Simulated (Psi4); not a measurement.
# PH2F (phosphinous fluoride(8ci,9ci)): PBE/4ZaPa-NR (density fitting, sweep point 3)

Aim: the vertical ionisation energy of PH2F (phosphinous fluoride(8ci,9ci)) at PBE/4ZaPa-NR (density fitting, sweep point 3), from 2 runs. Input form: a Python script.

Program for the calculation: Psi4 1.11.

**1. The structure to begin with**

PH2F: 4 atoms, total charge 0, spin state singlet. SMILES: `FP`. Geometry: relaxed at GFN2-xTB.

Bond lengths: F1–P2 1.632 Å, P2–H3 1.406 Å, P2–H4 1.406 Å. Angles: F1–P2–H3 93.5°, F1–P2–H4 93.5°, H3–P2–H4 91.6°.

**2. A single-point energy at PBE/4ZaPa-NR (density fitting, sweep point 3)**

calc.py reads:

```python
import psi4

psi4.set_memory(1600000000)
psi4.set_num_threads(1)
psi4.set_output_file('output.dat', False)

geom = psi4.geometry("""
F      2.19310276     1.26394332    -0.42076642
P     -0.13611697    -0.69746012    -0.90644493
H     -1.99160126     1.08519412    -0.24483292
H     -0.06538452    -1.65167732     1.57206316
units au
symmetry c1
""")

psi4.set_options({
    'basis': '4ZaPa-NR',
    'reference': 'rks',
    'puream': True,
    'scf_type': 'df',
    'dft_radial_points': 99,
    'dft_spherical_points': 590,
})

E = psi4.energy('pbe', molecule=geom)
print(f'total energy {E:.8f} hartree = {E * 27.211386:.5f} eV')
```

On the command line:

```console
$ python calc.py
```

output.dat:

```text
[...]
  Running in c1 symmetry.
[...]
  Nuclear repulsion =   59.629017546950799
[...]
  Multiplicity = 1
[...]
  Nalpha       = 13
  Nbeta        = 13
[...]
    Number of basis functions: 231
[...]
   @DF-RKS iter   1:  -442.14096440663246   -2.02156e-01   2.18979e-03 ADIIS/DIIS
[...]
   @DF-RKS iter   8:  -442.21846041522178   -1.10939e-07   3.74744e-07 DIIS
[...]
    Orbital Energies [Eh]
    ---------------------
    Doubly Occupied:
       1A    -76.352196     2A    -24.256141     3A     -6.350347
       4A     -4.570871     5A     -4.565417     6A     -4.561013
       7A     -1.096083     8A     -0.594811     9A     -0.434499
      10A     -0.413421    11A     -0.385638    12A     -0.319267
      13A     -0.248435
[...]
  @DF-RKS Final Energy:  -442.21846041522178
   => Energetics <=
    Nuclear Repulsion Energy =             59.6290175469507986
    One-Electron Energy =                -731.1371388132354241
    Two-Electron Energy =                 263.4796071000231450
    DFT Exchange-Correlation Energy =     -34.1899462489602470
    Empirical Dispersion Energy =           0.0000000000000000
    VV10 Nonlocal Energy =                  0.0000000000000000
    Total Energy =                       -442.2184604152217844
[...]
 Multipole Moments:
 ------------------------------------------------------------------------------------
     Multipole            Electronic (a.u.)      Nuclear  (a.u.)        Total (a.u.)
 ------------------------------------------------------------------------------------
 L = 1.  Multiply by 2.5417464519 to convert [e a0] to [Debye]
 Dipole X            :          1.5993061           -2.0531182           -0.4538121
 Dipole Y            :          0.3497619           -0.5726232           -0.2228613
 Dipole Z            :         -1.1685823            1.3138706            0.1452883
 Magnitude           :                                                    0.5260430
[...]
```

On the terminal:

```text
total energy -442.21846042 hartree = -12033.37722 eV
```

Run time: 38 s. Hardware: 1 thread of Intel Xeon Platinum 8375C at 2.90GHz (Ice Lake), shared host; peak memory 1.3 GiB.

**3. The doublet cation**

calc.py reads:

```python
import psi4

psi4.set_memory('1600 MB')
psi4.set_num_threads(1)
psi4.core.set_output_file('output.dat', False)

mol = psi4.geometry("""
1 2
F      2.19310276     1.26394332    -0.42076642
P     -0.13611697    -0.69746012    -0.90644493
H     -1.99160126     1.08519412    -0.24483292
H     -0.06538452    -1.65167732     1.57206316
units au
symmetry c1
""")

options = {'basis': '4ZaPa-NR', 'reference': 'uks', 'puream': True, 'scf_type': 'df', 'dft_radial_points': 99, 'dft_spherical_points': 590, 'maxiter': 150}
psi4.set_options(options)

e_tot = psi4.energy("pbe")
print(f'total energy {e_tot:.8f} hartree = {e_tot * 27.211386:.5f} eV')
for k, v in sorted(psi4.core.scalar_variables().items()):
    print(f'{k:45s} {v:18.10f}')
```

On the command line:

```console
$ python calc.py
```

output.dat:

```text
[...]
  Running in c1 symmetry.
[...]
  Nuclear repulsion =   59.629017546950799
[...]
  Multiplicity = 2
[...]
  Nalpha       = 13
  Nbeta        = 12
[...]
    Number of basis functions: 231
[...]
   @DF-UKS iter   1:  -441.78970393465590    1.49104e-01   1.69584e-03 DIIS/ADIIS
[...]
   @DF-UKS iter   9:  -441.83009889550510   -8.11555e-08   4.08806e-07 DIIS
[...]
   @S^2 Observed:                7.523911916E-01
[...]
    Orbital Energies [Eh]
    ---------------------
    Alpha Occupied:
       1A    -76.711905     2A    -24.570212     3A     -6.704872
       4A     -4.924334     5A     -4.922424     6A     -4.917260
       7A     -1.396405     8A     -0.909972     9A     -0.734145
      10A     -0.705946    11A     -0.692643    12A     -0.613130
      13A     -0.587118
    Alpha Virtual:
      14A     -0.369305    15A     -0.305412    16A     -0.220005
      17A     -0.177034    18A     -0.134588    19A     -0.133999
      20A     -0.121010    21A     -0.113279    22A     -0.112052
      23A     -0.093611    24A     -0.054105    25A     -0.050207
[...]
  @DF-UKS Final Energy:  -441.83009889550510
   => Energetics <=
    Nuclear Repulsion Energy =             59.6290175469507986
    One-Electron Energy =                -722.8040721502798078
    Two-Electron Energy =                 255.2042049510120023
    DFT Exchange-Correlation Energy =     -33.8592492431880601
    Empirical Dispersion Energy =           0.0000000000000000
    VV10 Nonlocal Energy =                  0.0000000000000000
    Total Energy =                       -441.8300988955051025
[...]
 Multipole Moments:
 ------------------------------------------------------------------------------------
     Multipole            Electronic (a.u.)      Nuclear  (a.u.)        Total (a.u.)
 ------------------------------------------------------------------------------------
 L = 1.  Multiply by 2.5417464519 to convert [e a0] to [Debye]
 Dipole X            :          0.9081203           -2.0531182           -1.1449979
 Dipole Y            :         -0.2138214           -0.5726232           -0.7864445
 Dipole Z            :         -1.2848812            1.3138706            0.0289894
 Magnitude           :                                                    1.3893723
[...]
```

The script printed:

```text
total energy -441.83009890 hartree = -12022.80937 eV
CURRENT ENERGY                                   -441.8300988955
CURRENT REFERENCE ENERGY                         -441.8300988955
DD SOLVATION ENERGY                                 0.0000000000
DFT FUNCTIONAL TOTAL ENERGY                      -441.8300988955
DFT TOTAL ENERGY                                 -441.8300988955
DFT VV10 ENERGY                                     0.0000000000
DFT XC ENERGY                                     -33.8592492432
GRID ELECTRONS ALPHA                               12.9999996650
GRID ELECTRONS BETA                                11.9999996681
GRID ELECTRONS TOTAL                               24.9999993330
NUCLEAR REPULSION ENERGY                           59.6290175470
ONE-ELECTRON ENERGY                              -722.8040721503
PCM POLARIZATION ENERGY                             0.0000000000
PE ENERGY                                           0.0000000000
SCF ITERATION ENERGY                             -441.8300988955
SCF ITERATIONS                                      9.0000000000
SCF TOTAL ENERGY                                 -441.8300988955
TWO-ELECTRON ENERGY                               255.2042049510
XC GRID RADIAL POINTS                              99.0000000000
XC GRID SPHERICAL POINTS                          590.0000000000
XC GRID TOTAL POINTS                           228221.0000000000
```

Wall time 67 s (1 thread of Intel Xeon Platinum 8375C at 2.90GHz (Ice Lake), shared host); peak memory 1.3 GiB.

**4. Results**

Level: PBE/4ZaPa-NR (density fitting, sweep point 3).

| quantity | value |
| --- | --- |
| singlet PH2F: total energy | -442.21846 Eh |
| singlet PH2F: dipole moment | 1.34 D |
| singlet PH2F: HOMO energy | -6.76 eV |
| singlet PH2F: LUMO energy | -2.09 eV |
| singlet PH2F: HOMO–LUMO gap | 4.67 eV |
| doublet cation: total energy | -441.83010 Eh |
| doublet cation: HOMO energy (highest over α and β) | -15.98 eV |
| doublet cation: LUMO energy (lowest over α and β) | -14.34 eV |
| doublet cation: ⟨S²⟩ | 0.752 |
| vertical ionisation energy (to the doublet cation) | 10.568 eV |

**Reading.** Removing an electron at fixed nuclei costs 10.57 eV (1020 kJ/mol). −ε(HOMO) before ionisation, 6.76 eV, is 3.81 eV below this ionisation energy.
